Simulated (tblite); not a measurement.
Run record: molecular-dynamics run, `S=C=C` (ethenethione).

Computed with GFN2-xTB (tblite), gas phase: Langevin dynamics at 200 K from the optimised GFN2-xTB geometry, time step 0.5 fs, friction 0.01 fs⁻¹, 2000 steps. A driver script takes a list of jobs; this job's settings line and coordinates (Å) are shown. «temperature» is in K, «steps» counts time steps and «every» is the stride of the printed frames; «frames» go on to single points.

Command:
```bash
OMP_NUM_THREADS=1 python probes_run.py task.json out
```

Input:
```
{"job": {"kind": "md", "xc": "GFN2-xTB", "basis": "xTB", "temperature": 200, "steps": 2000, "every": 50, "frames": 5}, "charge": 0, "multiplicity": 1}
C     -0.600374     0.013611     0.026355
C      0.690683    -0.013767    -0.039340
S      2.244844    -0.047351    -0.114646
H     -1.141376     0.939573     0.115762
H     -1.185155    -0.889213    -0.005316
```

Q: What does the run print? One trajectory will do; the random numbers aren't given.

A: 
```
t/fs     T/K      E/eV
    0.0    77.6   -230.70206
   25.0   102.0   -230.64727
   50.0   134.6   -230.60471
   75.0   147.6   -230.63867
  100.0   154.1   -230.62085
  125.0   204.7   -230.67140
  150.0   101.8   -230.63468
  175.0   171.9   -230.61771
  200.0   149.9   -230.63347
  225.0    78.4   -230.61768
  250.0   211.8   -230.67084
  275.0    71.3   -230.62124
  300.0   135.6   -230.64636
  325.0   209.9   -230.68131
  350.0    91.8   -230.61316
  375.0   168.5   -230.64311
  400.0   126.9   -230.62018
  425.0   228.8   -230.65820
  450.0   187.3   -230.67523
  475.0   146.6   -230.63552
  500.0   145.8   -230.67508
  525.0   265.7   -230.66825
  550.0   240.4   -230.66151
  575.0   302.0   -230.67338
  600.0   342.2   -230.64080
  625.0   275.0   -230.63036
  650.0   202.1   -230.68037
  675.0   200.1   -230.67101
  700.0   155.1   -230.67355
  725.0   125.7   -230.66806
  750.0   151.8   -230.64330
  775.0   128.8   -230.64281
  800.0   108.4   -230.61423
  825.0   181.9   -230.60648
  850.0   123.5   -230.57187
  875.0   206.0   -230.59778
  900.0   282.6   -230.63115
  925.0   389.3   -230.61671
  950.0   237.7   -230.54444
  975.0   403.2   -230.67494
 1000.0   325.0   -230.61801
```

E is the potential energy; T comes from the kinetic energy over all 3N coordinates.

Q: Sum up the printed frames.

A: 41 frames over 1000 fs. T runs from 71 K (275 fs) to 403 K (975 fs), with a mean of 188 K over all frames and 228 K from 500 fs on. E starts at -230.702 eV, peaks 0.158 eV above that at 950 fs, and averages 0.064 eV above it from 500 fs on.

Q: Give the last frame.

A: 0.07 Å rms from the start after alignment:
```
atom  x, y, z in Å  |  force x, y, z in eV/Å
C1     -0.806    0.154   -0.458    0.264  -0.243  -0.015
C2      0.230   -0.523   -0.847   -0.243   0.028   0.923
S3      1.399   -1.493   -1.161    0.322  -0.048  -0.254
H4     -1.021    0.540    0.533    0.296  -0.125  -0.427
H5     -1.531    0.279   -1.225   -0.638   0.388  -0.226
```

The run took 2.5 s of wall time on one thread of an Intel Xeon 6975P-C, on a shared host, and the process peaked at 0.18 GiB of memory.
